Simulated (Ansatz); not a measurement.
**AlSiH+ (quartet): from Hartree-Fock to the top rungs, def2-TZVPP**

The task here is to estimate one member of a computed series from the others.

Method: def2-TZVPP, core rule «outside noble gas», up to 10 orbitals frozen; program: Ansatz 0.2.0, Gaussian basis.

The runs, in order: UHF; ROHF; CCSD(T) on UHF.

2 further runs of the same task are left out: 2 set aside as unsound or not needed.

### The geometry

The geometry is a PBE0/def2-TZVP stationary point (not a proven minimum) of the parent state, kept for this charge and spin.

3 atoms, charge 1, spin multiplicity 4.

Atoms are counted from 1 here; the program's logs count them from 0.

Bond lengths: Si1–Al2 2.333 Å, Al2–H3 1.599 Å. Angles: Si1–Al2–H3 180.0°.

The first run:

File in.yaml:

```yaml
crystal:
  periodic: [false, false, false]
  atoms:
    - {symbol: Si, position_ang: [0.000000, 0.000000, 2.088600]}
    - {symbol: Al, position_ang: [0.000000, 0.000000, -0.244867]}
    - {symbol: H, position_ang: [0.000000, 0.000000, -1.843733]}
basis:
  gaussian: {orbitals: def2-TZVPP}
total_charge: 1
magnetization: {spin_polarized: true, initial_magnetization: 3}
hamiltonian: {xc: hf}
output: {orbitals: {seedname: orbitals}}
```

On the command line:

```console
$ ansatz run in.yaml --threads 1 --pin off --events-out ev --progress --plain --max-ram 4096MiB --backend cpu
```

Steps of the session up to this table: UHF; ROHF; CCSD(T) on UHF.

One table of the session follows, with a row left open; its other results are not shown here.

It belongs to the step «Misses and costs». 

```
  method  from UCCSD(T) (kcal/mol)
    ROHF                    +90.38
     UHF                    +89.23
    UMP2                    +21.07
   UCCSD                         ?
UCCSD(T)                         0
```

**Question.** Estimate the row for UCCSD.

**Answer.** from UCCSD(T) (kcal/mol): +4.09. In the column «from UCCSD(T) (kcal/mol)» it lies between UCCSD(T) (0) and UMP2 (+21.07).
